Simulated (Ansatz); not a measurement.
A nudged elastic band was laid between two geometries of C$_{2}$H$_{6}$S$_{2}$ (10 atoms, charge 0, multiplicity 1).

Theory: Ansatz 0.2.0, RKS BLYP-D4/cc-pVDZ.

```json
{"movable images": "5", "climbing image": "yes", "spring": "5.0 eV/Å²", "optimiser": "lbfgs", "start path": "through a guess of the saddle point", "force threshold": "0.05 eV/Å", "iteration limit": "60", "end points": "relaxed", "largest step": "0.02 Å"}
```

Initial state:

```xyz
10
Properties=species:S:1:pos:R:3
C -1.084 1.535 -0.321
S 0.763 1.403 -0.170
S 0.991 -0.131 1.265
C 0.938 -1.666 0.219
H -1.516 0.599 -0.721
H -1.534 1.783 0.658
H -1.269 2.360 -1.039
H 1.088 -2.513 0.919
H -0.045 -1.772 -0.278
H 1.752 -1.651 -0.529
```

Final state:

```xyz
10
Properties=species:S:1:pos:R:3
C -1.428 1.054 -0.109
S 0.068 1.742 0.246
S 1.913 0.075 0.650
C 0.857 -1.350 0.202
H -1.612 0.544 -1.062
H -2.072 0.854 0.756
H 0.517 1.947 -1.032
H 0.909 -2.126 0.989
H -0.210 -1.004 0.140
H 1.140 -1.786 -0.777
```

Q: Which bonds break or form, and what moves?

A: Bonds broken: C1–H7. Bonds formed: S2–H7.

Q: What energy profile does the band end with?

A: It did not converge within its limit. The highest image is number 4 of 0 to 6, 69.1 kcal/mol above the first end and 22.8 kcal/mol above the last; the last end lies 46.3 kcal/mol above the first. The band didn't meet its force threshold, so its energies are provisional: the largest band force was still 0.18 eV/Å, and over the last iterations the top stayed at 3.00 eV. The orbitals stay closed-shell, which can raise the energy where a bond breaks towards radicals; this wasn't checked here.

```json
{"image": "0", "path coordinate (Å)": "0.00", "energy (kcal/mol)": "0.0", "C1–H7 (Å)": "1.11", "S2–H7 (Å)": "2.41"}
{"image": "1", "path coordinate (Å)": "0.48", "energy (kcal/mol)": "0.9", "C1–H7 (Å)": "1.11", "S2–H7 (Å)": "2.35"}
{"image": "2", "path coordinate (Å)": "0.96", "energy (kcal/mol)": "10.1", "C1–H7 (Å)": "1.12", "S2–H7 (Å)": "2.10"}
{"image": "3", "path coordinate (Å)": "1.43", "energy (kcal/mol)": "43.1", "C1–H7 (Å)": "1.28", "S2–H7 (Å)": "1.76"}
{"image": "4", "path coordinate (Å)": "1.88", "energy (kcal/mol)": "69.1", "C1–H7 (Å)": "1.68", "S2–H7 (Å)": "1.50"}
{"image": "5", "path coordinate (Å)": "2.79", "energy (kcal/mol)": "49.0", "C1–H7 (Å)": "2.25", "S2–H7 (Å)": "1.38"}
{"image": "6", "path coordinate (Å)": "3.71", "energy (kcal/mol)": "46.3", "C1–H7 (Å)": "2.33", "S2–H7 (Å)": "1.37"}
```

Time of the run: 2.7 min on 2 threads of AMD EPYC 9R45 96-Core Processor (Zen 5), on a shared host, peak memory 0.16 GiB.
